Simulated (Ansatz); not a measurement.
A run of Ansatz (development build ahead of 0.2.0) on singlet CHO(+) at this shape:

```yaml
atoms:
  - { symbol: H, position_ang: [0.0000, 0.0000, -1.4961] }
  - { symbol: C, position_ang: [0.0000, 0.0000, -0.4738] }
  - { symbol: O, position_ang: [0.0000, 0.0000, 0.5423] }
```

Its results:

```yaml
Converged: yes
Total_energy: -112.95904 hartree
Spin_squared_of_the_determinant: 0.000
```

Q: Which input gives this output? Name the method, the orbitals and the basis set, and write the input.

A: RHF in cc-pVDZ. An unrestricted run that stays on the closed shell gives the same numbers.

```yaml
crystal:
  periodic: [false, false, false]
  atoms:
    - { symbol: H, position_ang: [0.0, 0.0, -1.49606] }
    - { symbol: C, position_ang: [0.0, 0.0, -0.47375] }
    - { symbol: O, position_ang: [0.0, 0.0, 0.54232] }
basis:
  gaussian: { orbitals: cc-pVDZ }
total_charge: 1
hamiltonian:
  xc: hf
```

Caution: no unrestricted run beside it, a lower state can exist.
